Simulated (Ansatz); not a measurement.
Geometry optimisation, RKS PBE0/def2-SVP in Ansatz.

Input:

```yaml
crystal:
  periodic: [false, false, false]
  atoms:
    - { symbol: "N", position_ang: [-0.7982, 0.8227, 1.1032] }
    - { symbol: C, position_ang: [-0.9412, -0.0993, 0.2465] }
    - { symbol: O, position_ang: [-1.9786, -0.968, 0.2904] }
    - { symbol: C, position_ang: [0.0994, -0.3041, -0.8815] }
    - { symbol: C, position_ang: [1.4604, -0.1806, -0.407] }
    - { symbol: O, position_ang: [1.7709, 1.2079, -0.1295] }
    - { symbol: H, position_ang: [-1.5828, 0.8539, 1.7739] }
    - { symbol: H, position_ang: [-2.5183, -0.7596, 1.0229] }
    - { symbol: H, position_ang: [0.0092, 1.32786, 0.68545] }
    - { symbol: H, position_ang: [-0.1237, -1.3187, -1.262] }
    - { symbol: H, position_ang: [2.1429, -0.5248, -1.137] }
    - { symbol: H, position_ang: [1.6568, -0.742, 0.5411] }
    - { symbol: H, position_ang: [1.0278, 1.5411, 0.4704] }
basis:
  gaussian: { orbitals: def2-SVP }
hamiltonian:
  xc: pbe0
relax:
  f_tol: 0.02
  max_steps: 50
output:
  orbitals: {}
```

Command:

```bash
$ ansatz run input.yaml --threads 2 --pin off --max-ram 3072MiB --backend cpu --events-out ev --progress --plain --runs-dir out
```

**Question.** Where does it end, and by what steps?

**Answer.** It converged. After 28 steps the energy has fallen by 3.532 eV; H13 moved furthest, 1.67 Å.

```tsv
step	energy less start (eV)	largest force component (eV/Å)	accepted
0	0.0000	7.674	yes
1	-1.7571	4.031	yes
2	-2.6049	2.833	yes
3	-2.9039	1.478	yes
4	-3.0226	2.148	yes
5	-3.1206	0.764	yes
6	-3.1681	0.294	yes
7	-3.1923	0.419	yes
8	-3.2126	0.163	yes
9	-3.1872	0.840	no
10	-3.2186	0.203	yes
11	-3.2298	0.208	yes
12	-3.2367	0.357	yes
13	-3.2478	0.316	yes
14	-3.2580	0.582	yes
15	-3.2750	0.424	yes
16	-3.2891	0.212	yes
17	-3.3070	0.099	yes
18	-3.3237	0.460	yes
19	-3.3363	0.704	yes
20	-3.3691	0.859	yes
21	-3.4583	0.607	yes
22	-3.4980	0.743	yes
23	-3.3826	2.569	no
24	-3.5178	0.579	yes
25	-3.5034	0.435	no
26	-3.5310	0.074	yes
27	-3.5311	0.047	yes
28	-3.5316	0.013	yes
```

```xyz
13
Properties=species:S:1:pos:R:3
N -1.090 1.000 0.772
C -0.940 -0.293 0.297
O -2.050 -1.054 0.410
C 0.208 -0.803 -0.197
C 1.391 0.060 -0.518
O 1.770 0.942 0.532
H -1.860 1.519 0.358
H -2.566 -0.700 1.146
H -0.211 1.516 0.779
H 0.246 -1.877 -0.385
H 1.189 0.727 -1.375
H 2.242 -0.579 -0.820
H 1.897 0.398 1.319
```

Time of the run: 87 s on 2 threads of Arm Neoverse V2 (shared host), peak memory 0.27 GiB.
